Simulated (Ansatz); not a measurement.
# C2H8O2: the cost of one run

Method: the levels named in each step, in Ansatz 0.2.0.

## 1. The structure to begin with

Bond lengths: C1–C2 1.523 Å, C2–O3 1.416 Å, C1–H5 1.089 Å, C1–H6 1.086 Å, C1–H7 1.087 Å, C2–H8 1.098 Å, C2–H9 1.092 Å, O3–H10 0.965 Å, O4–H11 0.970 Å, O4–H12 0.958 Å. Angles: C1–C2–O3 112.4°, C1–C2–H8 110.4°, C1–C2–H9 110.5°, O3–C2–H8 109.7°, O3–C2–H9 105.2°, H8–C2–H9 108.5°, C2–C1–H5 110.5°, C2–C1–H6 109.9°, C2–C1–H7 110.1°, H5–C1–H6 108.6°, H5–C1–H7 108.6°, H6–C1–H7 109.1°, C2–O3–H10 108.4°, H11–O4–H12 106.3°.

Coordinates:

```xyz
12

C    -0.8088   -0.1933    1.4305
C     0.5881   -0.6120    0.9918
O     0.6702   -0.8388   -0.4037
O    -0.4384    1.4773   -1.6163
H    -1.5235   -0.9923    1.2387
H    -0.8120    0.0271    2.4940
H    -1.1225    0.6923    0.8830
H     0.9049   -1.5143    1.5320
H     1.3074    0.1837    1.1960
H     0.0144   -1.5048   -0.6434
H     0.0254    0.7173   -1.2316
H     0.1558    1.8525   -2.2678
```

## 2. A rough first relaxation, PBE-D4/def2-SVP

This run stands in another session on the same molecule. It ended at:

```xyz
12

C    -0.7976   -0.1206    1.3177
C     0.5944   -0.5826    0.9079
O     0.6644   -0.9820   -0.4657
O    -0.4942    1.3412   -1.5987
H    -1.5280   -0.9569    1.2726
H    -0.8020    0.2688    2.3561
H    -1.1318    0.6742    0.6200
H     0.9596   -1.4041    1.5691
H     1.3232    0.2494    1.0065
H     0.0106   -1.6956   -0.5946
H    -0.0296    0.4971   -1.3836
H     0.1920    2.0057   -1.4039
```

## 3. Relaxation, PBE0-D4/def2-TZVPP

This run stands in another session on the same molecule. It ended at:

```xyz
12

C    -0.8285   -0.2176    1.4314
C     0.5590   -0.5733    0.9500
O     0.5935   -0.8957   -0.4361
O    -0.3582    1.5129   -1.5820
H    -1.5115   -1.0651    1.3236
H    -0.8064    0.0546    2.4889
H    -1.2264    0.6244    0.8632
H     0.9770   -1.4015    1.5339
H     1.2322    0.2778    1.0624
H    -0.0089   -1.6252   -0.5941
H     0.0258    0.6614   -1.3263
H     0.3133    1.9418   -2.1117
```

## 4. Frequencies, PBE0-D4/def2-TZVPP

input.yaml reads:

```yaml
crystal:
  periodic: [false, false, false]
  atoms:
    - { symbol: C, position_ang: [-0.82846895, -0.21757242, 1.43136414] }
    - { symbol: C, position_ang: [0.55899133, -0.5732972, 0.95003572] }
    - { symbol: O, position_ang: [0.59350434, -0.8956846, -0.43607563] }
    - { symbol: O, position_ang: [-0.35815823, 1.5129261, -1.58199292] }
    - { symbol: H, position_ang: [-1.51148786, -1.06510839, 1.3236179] }
    - { symbol: H, position_ang: [-0.80635312, 0.05460078, 2.48887715] }
    - { symbol: H, position_ang: [-1.22640854, 0.624362, 0.86316615] }
    - { symbol: H, position_ang: [0.97696722, -1.40148313, 1.53391147] }
    - { symbol: H, position_ang: [1.23218154, 0.27784717, 1.06238637] }
    - { symbol: H, position_ang: [-0.00885221, -1.62521768, -0.59410741] }
    - { symbol: H, position_ang: [0.02581808, 0.66137159, -1.32625723] }
    - { symbol: H, position_ang: [0.31327639, 1.94183578, -2.11172572] }
basis:
  gaussian: { orbitals: def2-TZVPP }
hamiltonian:
  xc: pbe0
  dispersion: d4
phonons: {}
```

Command:

```
$ ansatz run input.yaml --threads 4 --pin off --max-ram 10240MiB --backend cpu --events-out ev --progress --plain --runs-dir out
```

Q: Estimate wall time and peak memory on 4 threads of Arm Neoverse V2, shared host.

About 2.6 min, with a peak of 0.53 GiB.
